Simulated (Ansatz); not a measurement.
We consider 1T (CdI2-type) CdI2, described by PBEsol (PAW; Ansatz, a program for electronic structure).

Run with plane-wave cutoff 500 eV, 12×12×6 k mesh (along the axes of the cell as run), Fermi–Dirac smearing 0.05 eV, scalar-relativistic PAW data made under PBE.

Cell (relaxed at this level):

```
CELL_PARAMETERS angstrom
      4.22083     0.00000     0.00000
     -2.11042     3.65535     0.00000
      0.00000     0.00000     6.98053
ATOMIC_POSITIONS crystal
  Cd 0.00000 0.00000 0.00000
  I  0.33333 0.66667 0.24408
  I  0.66667 0.33333 0.75592
```

Q: Predict the band gap.

A: 
* **band gap**: 2.32 eV (on the SCF k mesh)

Note: the cell comes from a level without a dispersion term, which matters for the spacing of layers, chains or molecules; the cell has widely spaced layers and the level no dispersion term, so their spacing and the moduli can rest on weak binding.

Spin–orbit coupling is not included; with these elements it can move the gap by several tenths of an eV or more.

Computing time: about 110 core-seconds (a rough figure).
